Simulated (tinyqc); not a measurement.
Inside a calculation (part 2 of 2). Method: LCCD on RHF in the sto-3g basis, for H2F+, spin multiplicity 1. Computed by tinyqc, a small Python program that keeps every step (integrals from PySCF). Command: `OMP_NUM_THREADS=1 python tinyqc.py 27789 27790 out.jsonl` (the two numbers bound the seeds that draw the settings). One thread of a shared host (Intel(R) Xeon(R) Processor @ 2.60GHz), about 0.1 s of CPU time with the checks.

Geometry (angstrom):
```
atom         x          y         z
F     0.000000   0.000000  0.000000
H     0.000000   0.949000  0.572000
H     0.000000  -0.949000  0.572000
```

## LCCD: amplitude update 3

Amplitudes after update 2 (spin orbitals 1a, 1b, ...; amplitudes related by a flip of all spins are not repeated; the 24 largest):
```
from      to          t
3a 3b  7a 7b  -0.093579
3a 4b  6b 7a  -0.055968
4a 4b  6a 6b  -0.052521
3a 3b  6a 6b  -0.050244
3a 4b  6a 7b   0.035326
2a 4b  6a 6b  -0.028975
2a 3b  6a 7b   0.028325
4a 4b  7a 7b  -0.027657
3a 4a  6a 7a  -0.020642
2a 2b  6a 6b  -0.017468
2a 3b  6b 7a  -0.014748
2a 3a  6a 7a   0.013577
2a 2b  7a 7b  -0.013410
5a 5b  6a 6b  -0.012554
5a 5b  7a 7b  -0.008159
2a 4b  7a 7b   0.001599
1a 2b  7a 7b  -0.000489
1a 1b  6a 6b  -0.000267
1a 3a  6a 7a  -0.000258
1a 1b  7a 7b  -0.000230
1a 4b  7a 7b   0.000177
1a 3b  6b 7a  -0.000150
1a 4b  6a 6b  -0.000123
1a 3b  6a 7b  -0.000108
```

Two-electron integrals over orbitals (pq|rs), unique and non-zero (hartree):
```
(11|11) 5.363191    (21|11) -0.508569   (21|21) 0.076380    (22|11) 1.210114
(22|21) -0.020410   (22|22) 0.858620    (31|31) 0.017051    (32|31) 0.025303
(32|32) 0.152557    (33|11) 0.966283    (33|21) -0.008241   (33|22) 0.742463
(33|33) 0.710459    (41|11) 0.112578    (41|21) -0.014726   (41|22) 0.011247
(41|33) 0.004281    (41|41) 0.027398    (42|11) -0.089195   (42|21) 0.006759
(42|22) -0.006991   (42|33) -0.006352   (42|41) 0.031164    (42|42) 0.163567
(43|31) -0.002860   (43|32) 0.008826    (43|43) 0.047704    (44|11) 1.152680
(44|21) -0.013843   (44|22) 0.817739    (44|33) 0.697715    (44|41) -0.009460
(44|42) -0.083077   (44|44) 0.877474    (51|51) 0.029576    (52|51) 0.039393
(52|52) 0.183759    (53|53) 0.037015    (54|51) -0.008144   (54|52) -0.030076
(54|54) 0.052273    (55|11) 1.264018    (55|21) -0.014398   (55|22) 0.883382
(55|33) 0.731963    (55|41) 0.003218    (55|42) -0.049295   (55|44) 0.830478
(55|55) 0.997514    (61|11) 0.194042    (61|21) -0.030432   (61|22) 0.004877
(61|33) 0.002256    (61|41) -0.006206   (61|42) -0.018192   (61|44) 0.011416
(61|55) 0.005470    (61|61) 0.018070    (62|11) -0.265067   (62|21) 0.007114
(62|22) -0.134932   (62|33) -0.081779   (62|41) -0.016709   (62|42) -0.045059
(62|44) -0.097346   (62|55) -0.140499   (62|61) 0.004562    (62|62) 0.068873
(63|31) -0.003422   (63|32) 0.026586    (63|43) 0.019839    (63|63) 0.072981
(64|11) -0.276853   (64|21) 0.003789    (64|22) -0.150088   (64|33) -0.086380
(64|41) -0.006113   (64|42) 0.006479    (64|44) -0.155903   (64|55) -0.154613
(64|61) 0.001060    (64|62) 0.058814    (64|64) 0.078084    (65|51) -0.012659
(65|52) -0.049397   (65|54) -0.009776   (65|65) 0.023475    (66|11) 0.654389
(66|21) -0.005153   (66|22) 0.543526    (66|33) 0.532711    (66|41) 0.014108
(66|42) 0.062544    (66|44) 0.518522    (66|55) 0.523165    (66|61) -0.004424
(66|62) -0.044226   (66|64) -0.023130   (66|66) 0.527935    (71|31) 0.016543
(71|32) 0.023667    (71|43) -0.002848   (71|63) -0.002990   (71|71) 0.016065
(72|31) 0.017835    (72|32) 0.071109    (72|43) -0.019466   (72|63) -0.024006
(72|71) 0.016713    (72|72) 0.058177    (73|11) 0.432655    (73|21) -0.008227
(73|22) 0.221425    (73|33) 0.165759    (73|41) -0.000945   (73|42) -0.052782
(73|44) 0.206041    (73|55) 0.239874    (73|61) 0.004622    (73|62) -0.067406
(73|64) -0.090447   (73|66) 0.014025    (73|73) 0.165378    (74|31) -0.006503
(74|32) -0.050331   (74|43) 0.006760    (74|63) -0.044657   (74|71) -0.006377
(74|72) -0.010989   (74|74) 0.046998    (75|53) 0.025810    (75|75) 0.020162
(76|31) -0.009142   (76|32) -0.089352   (76|43) -0.050771   (76|63) -0.090808
(76|71) -0.008909   (76|72) 0.002892    (76|74) 0.060130    (76|76) 0.165325
(77|11) 0.778372    (77|21) -0.007575   (77|22) 0.598710    (77|33) 0.596763
(77|41) 0.002824    (77|42) 0.005389    (77|44) 0.577428    (77|55) 0.588199
(77|61) 0.002224    (77|62) -0.041658   (77|64) -0.032132   (77|66) 0.522622
(77|73) 0.071885    (77|77) 0.561465
```

orbital energies (hartree): MO1 -26.563503, MO2 -1.977199, MO3 -1.104242, MO4 -1.007322, MO5 -0.991087, MO6 -0.087776, MO7 0.068438

t_ij^ab D_ij^ab are set to the remaining terms of the spin-orbital equations, evaluated with the old amplitudes; for the doubles these are <ij||ab> + 1/2 <ab||ef> t_ij^ef + 1/2 <mn||ij> t_mn^ab + P(ij)P(ab) <mb||ej> t_im^ae, D the orbital-energy denominators (linear CCD).

Amplitudes after update 3 (spin orbitals 1a, 1b, ...; amplitudes related by a flip of all spins are not repeated; the 24 largest):
```
from      to          t
3a 3b  7a 7b  -0.095619
3a 4b  6b 7a  -0.056726
4a 4b  6a 6b  -0.053604
3a 3b  6a 6b  -0.051384
3a 4b  6a 7b   0.037147
2a 4b  6a 6b  -0.029579
2a 3b  6a 7b   0.028625
4a 4b  7a 7b  -0.028024
3a 4a  6a 7a  -0.019579
2a 2b  6a 6b  -0.017391
2a 3b  6b 7a  -0.015521
2a 2b  7a 7b  -0.013205
2a 3a  6a 7a   0.013104
5a 5b  6a 6b  -0.012494
5a 5b  7a 7b  -0.007888
2a 4b  7a 7b   0.001362
1a 2b  7a 7b  -0.000484
1a 1b  6a 6b  -0.000266
1a 3a  6a 7a  -0.000258
1a 1b  7a 7b  -0.000229
1a 4b  7a 7b   0.000174
1a 3b  6b 7a  -0.000154
1a 4b  6a 6b  -0.000127
1a 3b  6a 7b  -0.000104
```

correlation energy = -0.05214100 hartree

## LCCD: convergence

E_corr = 1/4 sum <ij||ab> t_ij^ab; stop when the norm of the change is below 1e-8.

Course of the amplitude iterations:
```
update  correlation energy (hartree)  norm of the change
0                        -0.04008917                   -
1                        -0.04886715            6.56e-02
2                        -0.05133859            2.25e-02
3                        -0.05214100            8.85e-03
4                        -0.05242915            3.72e-03
5                        -0.05253959            1.65e-03
6                        -0.05258377            7.65e-04
7                        -0.05260202            3.72e-04
8                        -0.05260976            1.86e-04
9                        -0.05261314            9.54e-05
10                       -0.05261464            4.96e-05
11                       -0.05261533            2.59e-05
12                       -0.05261566            1.36e-05
13                       -0.05261581            7.18e-06
14                       -0.05261589            3.79e-06
15                       -0.05261593            2.00e-06
16                       -0.05261594            1.06e-06
17                       -0.05261595            5.58e-07
18                       -0.05261596            2.94e-07
19                       -0.05261596            1.56e-07
20                       -0.05261596            8.22e-08
21                       -0.05261596            4.34e-08
22                       -0.05261596            2.29e-08
23                       -0.05261596            1.21e-08
24                       -0.05261596            6.40e-09
```

Converged amplitudes (spin orbitals 1a, 1b, ...; amplitudes related by a flip of all spins are not repeated; the 24 largest):
```
from      to          t
3a 3b  7a 7b  -0.097174
3a 4b  6b 7a  -0.057008
4a 4b  6a 6b  -0.054674
3a 3b  6a 6b  -0.051622
3a 4b  6a 7b   0.038527
2a 4b  6a 6b  -0.030054
2a 3b  6a 7b   0.028748
4a 4b  7a 7b  -0.027920
3a 4a  6a 7a  -0.018481
2a 2b  6a 6b  -0.017387
2a 3b  6b 7a  -0.016048
2a 2b  7a 7b  -0.013066
2a 3a  6a 7a   0.012699
5a 5b  6a 6b  -0.012464
5a 5b  7a 7b  -0.007704
2a 4b  7a 7b   0.001279
1a 2b  7a 7b  -0.000481
1a 1b  6a 6b  -0.000265
1a 3a  6a 7a  -0.000258
1a 1b  7a 7b  -0.000229
1a 4b  7a 7b   0.000173
1a 3b  6b 7a  -0.000156
1a 4b  6a 6b  -0.000130
1a 3b  6a 7b  -0.000102
```

LCCD total energy = -98.88422441 hartree

Converged in 24 updates.
